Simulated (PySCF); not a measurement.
Structure problem from calculated spectra and properties.

Formula: C5H7F.

- Triplet: lowest triplet excitation (Tamm–Dancoff): 7.68 eV [TDA wB97X-D/def2-SVPD]
- UV, strongest line: among the 8 lowest singlet transitions: S3 at 8.56 eV (145 nm, f = 0.033) [TDDFT wB97X-D/def2-SVPD]
- XPS: C1s 290.7, C1s 290.8, C1s 290.8, C1s 290.9, C1s 292.8, F1s 692.2 eV [ΔSCF SCAN, pcX-2 on the ionised atom, pcseg-1 elsewhere, spin-free X2C]
- Polarisability: 56.4 au [wB97X-D/def2-SVPD]
- Rotational structure: rotational constants A, B, C: 6.925, 2.792, 2.444 GHz [GFN2-xTB]
- UV, first state: lowest singlet excitation: 8.00 eV (155 nm, f = 0.002) [TDDFT wB97X-D/def2-SVPD]
- Dipole: 1.92 D [wB97X-D/def2-SVPD]

Gas-phase values; electronic properties from PySCF, density fitting. Levels stand in brackets. Geometry: GFN2-xTB; no solvent, vibrations or thermal averaging.

Question: What is the compound? Reason from the data.

Answer: Numbering: `[F:1][C@@H:2]1[CH2:3][C:4]12[CH2:5][CH2:6]2`. Its formula, C5H7F, gives 2 degrees of unsaturation: 2 rings and 0 π bonds in the structure found. The core levels belong to: C1s 290.7 eV, three-membered-ring carbon [C3]; C1s 290.8 eV, three-membered-ring carbon [C6]; C1s 290.8 eV, three-membered-ring carbon [C5]; C1s 290.9 eV, sp3 carbon at a ring junction [C4]; C1s 292.8 eV, sp3 C–F carbon [C2]; F1s 692.2 eV, alkyl fluorine [F1]. The optimised geometry has point group C1 and is an asymmetric top. Structure: `F[C@@H]1CC12CC2`. Computed isomers that give other values at the same levels: `C#CC(C)(C)F` (rotational constant A: 4.808 GHz; this holds for the one conformer computed); `CC1=C[C@]1(C)F` (rotational constant A: 5.515 GHz; this holds for the one conformer computed); `C[C@H](F)C1=CC1` (rotational constant A: 6.521 GHz; this holds for the one conformer computed). The assignments are read from this structure; whether some other isomer fits the data as well wasn't checked. The mirror image fits equally.
